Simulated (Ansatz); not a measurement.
Species: C$_{2}$H$_{3}$N, SMILES `CC#N` (charge 0, multiplicity 1).

Question: Give a relaxed geometry from Ansatz (a quantum-chemistry and plane-wave program) with B3LYP-D3(BJ)/def2-SVP.

Answer: the end point of this relaxation (outside a Z-matrix the atoms follow the SMILES, hydrogens last).
Cartesian coordinates (Å) in one orientation:
```xyz
6

C     -0.488     0.007    -0.005
C      0.971    -0.014     0.011
N      2.129    -0.031     0.024
H     -0.871    -0.648    -0.803
H     -0.886    -0.344     0.958
H     -0.854     1.029    -0.185
```
